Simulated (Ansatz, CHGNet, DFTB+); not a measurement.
α-quartz (SiO2), lattice constant a

Reference value: 4.914 Å (measured, 298 K, not corrected to a static lattice; as tabulated in Sutter and Yavaş (2016), arXiv:1612.07049).

```csv
level (code),value (Å),difference (%)
DFTB cp2k-nonscc-sid (DFTB+),4.897,-0.35
CHGNet-r²SCAN (CHGNet),4.940,+0.53
PBE (Ansatz),5.022,+2.20
PBE-D4 (Ansatz),4.916,+0.04
Hartree–Fock (Ansatz),5.009,+1.93
```

The reference is not for a static lattice or low temperature, so close values are not ranked against it. Off by more than 1.25 % (a bound picked here): PBE (+2.20 %), Hartree–Fock (+1.93 %).

The measured value isn't corrected to a static lattice, so vibrations enter the comparison. A static lattice is as a rule a little smaller than the measured one.  DFTB cp2k-nonscc-sid: this tight-binding set is not self-consistent in the charges. Cutoffs and k meshes differ between the levels. Ansatz's density-functional and Hartree–Fock values are scalar-relativistic unless marked +SOC, with PAW data made under PBE.

Machine-learned potentials (CHGNet-r²SCAN) are trained on DFT data, which may include these solids.

Differences are worked out from the printed values.

Ansatz is a first-principles code.
